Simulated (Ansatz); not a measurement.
# BFH3N: vertical ionisation energy

The task here is to estimate one member of a computed series from the others.

The runs use Ansatz 0.2.0, Gaussian basis; unrestricted cation, the program's frozen cores in correlated methods.

Plan: UKS PBE-D4/def2-TZVPP; UKS r2SCAN-D4/def2-TZVPP; UKS PBE0-D4/def2-TZVPP; UKS B3LYP-D4/def2-TZVPP; UKS wB97X-V/def2-TZVPP; UKS wB97M-V/def2-TZVPP; UKS B2PLYP/def2-TZVPP; UHF-CCSD(T)/def2-TZVPP; UHF-MP2/def2-QZVPP; extrapolation to the limit; then −ε(HOMO) from the neutral's earlier runs with LDA (SPW92), PBE-D4, revPBE-D4, BLYP-D4, r2SCAN-D4, B97M-V, PBE0-D4, B3LYP-D4, r2SCANh-D4, r2SCAN0-D4, HSE06-D4, BHLYP-D4, CAM-B3LYP-D4, LC-ωPBE, ωB97X-V, ωB97M-V.

### Structure used throughout

The geometry comes from an earlier relaxation with PBE0-D4 in a triple-zeta def2 set; it is a stationary point.

SMILES `NBF`, 6 atoms, charge 0, spin multiplicity 1.

Atoms are counted from 1 here; the program's logs count them from 0.

Bond lengths: N1–B2 1.389 Å, N1–H4 1.004 Å, N1–H5 1.006 Å, B2–F3 1.338 Å, B2–H6 1.196 Å. Angles: B2–N1–H4 122.4°, B2–N1–H5 122.9°, H4–N1–H5 114.6°, N1–B2–F3 119.2°, N1–B2–H6 121.8°, F3–B2–H6 119.0°.

Set-up of the first run:

in.yaml reads:

```yaml
crystal:
  periodic: [false, false, false]
  atoms:
    - {symbol: N, position_ang: [-0.426397, 0.101058, -0.582094]}
    - {symbol: B, position_ang: [0.415738, -0.151693, 0.493775]}
    - {symbol: F, position_ang: [0.446710, 0.710446, 1.515916]}
    - {symbol: H, position_ang: [-0.487796, -0.513325, -1.373424]}
    - {symbol: H, position_ang: [-1.022001, 0.910675, -0.632165]}
    - {symbol: H, position_ang: [1.115748, -1.121159, 0.531792]}
basis:
  gaussian: {orbitals: def2-TZVPP}
total_charge: 1
magnetization: {spin_polarized: true, initial_magnetization: 1}
hamiltonian: {xc: pbe, dispersion: d4}
```

Steps of the session up to this table: Cation, UKS PBE-D4/def2-TZVPP; Cation, UKS r2SCAN-D4/def2-TZVPP; Cation, UKS PBE0-D4/def2-TZVPP; Cation, UKS B3LYP-D4/def2-TZVPP; Cation, UKS wB97X-V/def2-TZVPP; Cation, UKS wB97M-V/def2-TZVPP; Cation, UKS B2PLYP (frozen core)/def2-TZVPP; Cation, UHF-CCSD(T)/def2-TZVPP; Cation, UHF-MP2/def2-QZVPP.

One table of the session follows, with a row left open; its other results are not shown here.

Orbital estimates, from the neutral's runs:

| functional | −ε(HOMO) (eV) |
| --- | --- |
| LDA (SPW92) | 7.32 |
| PBE-D4 | 7.11 |
| revPBE-D4 | 7.04 |
| BLYP-D4 | 6.99 |
| r2SCAN-D4 | 7.41 |
| B97M-V | 7.48 |
| PBE0-D4 | 8.58 |
| B3LYP-D4 | 8.32 |
| r2SCANh-D4 | 7.96 |
| r2SCAN0-D4 | 8.79 |
| HSE06-D4 | 8.17 |
| BHLYP-D4 | 9.94 |
| CAM-B3LYP-D4 | 10.05 |
| LC-ωPBE | 11.49 |
| ωB97X-V | ? |
| ωB97M-V | 10.99 |

**Question.** Estimate the row for ωB97X-V.

The run gave: −ε(HOMO) (eV): 11.08. In the column «−ε(HOMO) (eV)» it lies between ωB97M-V (10.99) and LC-ωPBE (11.49).

Caveats from the session: The cation may have settled in a state other than its lowest; no search over hole states beyond the program's own was made.
